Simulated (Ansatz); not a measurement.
in.yaml

```yaml
crystal:
  periodic: [false, false, false]
  atoms:
    - {symbol: N, position_ang: [0.000000, -0.285711, 1.138645]}
    - {symbol: O, position_ang: [0.000000, 0.247533, -1.003997]}
    - {symbol: H, position_ang: [0.000000, 0.642524, 1.575633]}
    - {symbol: H, position_ang: [0.000000, -0.601365, -1.461832]}
basis:
  gaussian: {orbitals: cc-pVDZ}
magnetization: {spin_polarized: false, initial_magnetization: 1}
correlation: {method: fic_mrcisd_q, electrons: outside_noble_gas, active_space: {window: {electrons: 3, orbitals: 3}}}
```

```sh
$ ansatz run in.yaml --threads 1 --pin off --events-out ev --progress --plain --max-ram 2393MiB
```

The program prints:

```
356 factors; integrals over basis functions are off by at most 1.5e-3 eV
mean field evaluation 1: about -3539.3053 eV, gradient 4.1e1 eV
mean field evaluation 2: about -3539.3389 eV, gradient 4.1e1 eV
mean field evaluation 4: about -3542.7557 eV, gradient 1.6e1 eV
mean field evaluation 8: about -3543.7957 eV, gradient 1.5e0 eV
mean field evaluation 16: about -3543.8146 eV, gradient 6.5e-6 eV
mean field evaluation 32: about -3544.2653 eV, gradient 1.7e-6 eV
mean field evaluation 64: about -3543.8813 eV, gradient 3.2e-6 eV
mean field evaluation 96: about -3543.8813 eV, gradient 1.7e-3 eV
mean field evaluation 128: about -3543.8813 eV, gradient 7.4e-7 eV
mean field evaluation 160: about -3543.8811 eV, gradient 1.5e-1 eV
mean field evaluation 192: about -3544.4876 eV, gradient 3.3e-2 eV
mean field evaluation 224: about -3538.5370 eV, gradient 5.9e0 eV
mean field evaluation 256: about -3543.1822 eV, gradient 1.0e0 eV
mean field evaluation 288: about -3544.2653 eV, gradient 9.5e-4 eV
mean field -3544.48766258 eV, -130.2575190597 hartree, gradient 4.6e-6 eV, S^2 0.750000; 16 other end points of the search recorded, 0 dependent functions left out
reference -3544.48766258 eV, -130.2575190597 hartree; 9, 8 occupied and 29, 30 virtual orbitals, 356 factors
state -3547.27057517 eV, -130.3597892112 hartree
contracted CI cycle   1: correlation 0.00000000 eV, 0.0000000000 hartree, residual 2.93e1 eV
contracted CI cycle   2: correlation -7.58811359 eV, -0.2788580310 hartree, residual 3.32e0 eV
contracted CI cycle   3: correlation -7.71216238 eV, -0.2834167400 hartree, residual 8.02e-1 eV
contracted CI cycle   4: correlation -7.72014961 eV, -0.2837102653 hartree, residual 2.15e-1 eV
contracted CI cycle   5: correlation -7.72079931 eV, -0.2837341414 hartree, residual 7.18e-2 eV
contracted CI cycle   6: correlation -7.72088351 eV, -0.2837372355 hartree, residual 3.40e-2 eV
contracted CI cycle   7: correlation -7.72090552 eV, -0.2837380444 hartree, residual 1.64e-2 eV
contracted CI cycle   8: correlation -7.72090943 eV, -0.2837381882 hartree, residual 6.59e-3 eV
contracted CI cycle   9: correlation -7.72091004 eV, -0.2837382106 hartree, residual 2.36e-3 eV
contracted CI cycle  10: correlation -7.72091014 eV, -0.2837382140 hartree, residual 1.01e-3 eV
state -3547.27057517 eV, -130.3597892112 hartree; corrected -3555.62440652 eV, -130.6667868507 hartree
Total energy: -3555.62440652 eV, -130.6667868507 hartree
```

Natural occupations: 1.4629 1.0000 0.5371.

Ran on 1 thread of Intel Xeon 6975P-C, shared host: 1.3 s wall, 0.15 GiB peak host memory.
